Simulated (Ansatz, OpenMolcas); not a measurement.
## BCl (SMILES [B]Cl): the energy, rung by rung

BCl has 2 atoms, charge 0, and is taken as a singlet. SMILES: `[B]Cl`. The shape is that of a PBE0-D4/def2-TZVP optimisation.

```csv
atom,x (Å),y (Å),z (Å)
B,0.0000,0.0000,-0.0697
Cl,0.0000,0.0000,1.6482
```

Quantity: the energy change with the B1–Cl2 bond stretched from 1.718 to 2.147 Å, in eV. The values are calculated.

```
                        level                    kind     program  value (eV)  less FCI/STO-3G
   revPBE/STO-3G (restricted)                     GGA      Ansatz        0.58            -0.15
    B3LYP/STO-3G (restricted)           global hybrid      Ansatz        0.69            -0.04
   M06-2X/STO-3G (restricted)         hybrid meta-GGA  OpenMolcas        0.79            +0.06
CAM-B3LYP/STO-3G (restricted)  range-separated hybrid      Ansatz        0.83            +0.10
    wB97X/STO-3G (restricted)  range-separated hybrid      Ansatz        0.86            +0.13
  BCCD(T)/STO-3G (restricted)   coupled cluster or CI      Ansatz        0.75            +0.02
   CCSDTQ/STO-3G (restricted)   coupled cluster or CI      Ansatz        0.74            +0.01
                   FCI/STO-3G      exact in the basis  OpenMolcas        0.73             0.00
```

FCI/STO-3G is exact within its basis and frozen core, so for wave-function methods in that basis the difference is their error; functionals converge differently with the basis, so for them it is only a difference. The first shape isn't each level's own minimum. The values span 0.58 to 0.86 eV. All rows use very small basis sets, so even the best lies far from the true value.
